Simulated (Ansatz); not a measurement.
**How far a parabola holds: energy against volume of zinc-blende MgS (metastable phase)**

We consider zinc-blende MgS (metastable phase), described by LDA in Ansatz (PAW). Settings: plane-wave cutoff 520 eV, 10×10×10 k mesh, Fermi–Dirac smearing 0.01 eV, scalar-relativistic PAW data made under PBE. The cell has no free parameter but its volume, all volumes share cutoff and mesh, and the runs aren't spin-polarised. Energies are free energies at the run's smearing, counted from the lowest row; static lattice.

```csv
V (Å³/atom),E (meV/atom)
20.565,?
21.002,7.23
21.440,1.75
21.877,0.00
22.315,1.61
22.753,6.26
```

Fit E of the 5 rows that show it with a parabola. With u = V - 21.9, the rows have u = -0.8980, -0.4600, -0.0230, 0.4150, 0.8530. Least squares gives E = -0.009 - 0.0791·u + 8.8031·u². Residuals (row less fit): 0.069, -0.140, 0.003, 0.136, -0.069; standard error 0.154 (degrees of freedom: 2). The fitted curve has its minimum at V = 21.9, where E = -0.01. Its curvature is d²E/dV² = 2 × 8.8031 meV/Å⁶, so B = V0·d²E/dV² × 0.1602 = 61.8 GPa.

### Question
What does the fit predict for E at V = 20.565, and how far is the calculated value from it?

### Answer
u = -1.3350, so E = -0.009 - 0.0791 × (-1.3350) + 8.8031 × (-1.3350)² = 15.786 meV/atom. The calculation gives 16.83 meV/atom, 1.044 meV/atom above the prediction (6.2 % of the range of E in the table). The row lies outside the fitted rows, so this is an extrapolation. From the scatter of the fitted rows alone, a prediction at this place has a standard error of 0.365 meV/atom, so the miss is 2.9 times that.

The residuals are curvature that a parabola lacks, not noise. A solid that stiffens under compression and softens on expansion lies above the parabola at the compressed end and under it at the expanded end, as this row does. A third-order Birch-Murnaghan fit to the whole scan has B0 = 61.5 GPa. Only scans are tabulated whose curvature falls smoothly with volume, and where the parabola meets the shown rows within 5 % of their range and misses the end by 0.1 meV or more.

Ansatz is a quantum-chemistry and plane-wave program.
